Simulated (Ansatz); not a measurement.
Predict the output of the script below (the Python package of Ansatz (0.2.0)).

The script, `run_bend.py`:
```python
"""Bending curve of AlHO2."""

import ansatz as az
from ase import Atoms


def main() -> None:
    atoms = Atoms(["O", "Al", "O", "H"], positions=[
        [-1.60583, -1.40374, -0.6512],
        [-0.47402, -0.41507, -0.19133],
        [0.69875, 0.60904, 0.2851],
        [1.3811, 1.20977, 0.55743],
    ])

    # relax first, so that the scan starts from a minimum
    first = az.Crystal.molecule_from_ase(atoms).calculation()
    first = first.basis(gaussian="cc-pVDZ")
    first = first.functional("r2scan0").relax(force_tolerance=0.02, max_steps=80)
    atoms.positions = first.run(threads=1, pin="off").report["positions_ang"]

    rows = []
    for angle in [90, 100, 110, 120, 135, 150, 165, 179]:
        bent = atoms.copy()
        bent.set_angle(3, 2, 1, angle, indices=[0, 1])
        calculation = (
            az.Crystal.molecule_from_ase(bent).calculation()
            .basis(gaussian="cc-pVDZ")
            .functional("r2scan0")
        )
        rows.append((angle, calculation.run(threads=1, pin="off").report["free_energy_ev"]))
    floor = min(e for _, e in rows)
    for angle, e in rows:
        print(f"angle H3-O2-Al1 = {angle:3d} deg   {1000 * (e - floor):9.1f} meV")


if __name__ == "__main__":
    main()
```

```console
$ python run_bend.py
angle H3-O2-Al1 =  90 deg       395.0 meV
angle H3-O2-Al1 = 100 deg       188.7 meV
angle H3-O2-Al1 = 110 deg        67.3 meV
angle H3-O2-Al1 = 120 deg         8.8 meV
angle H3-O2-Al1 = 135 deg         0.0 meV
angle H3-O2-Al1 = 150 deg        39.6 meV
angle H3-O2-Al1 = 165 deg        83.9 meV
angle H3-O2-Al1 = 179 deg       103.7 meV
```

The scan is rigid, and the energies are electronic, in a modest basis. The zero is the lowest point of the grid, which needn't be the minimum. Timing: 72 s on 1 thread of Arm Neoverse N1, with other jobs on the host, peak memory 0.19 GiB.
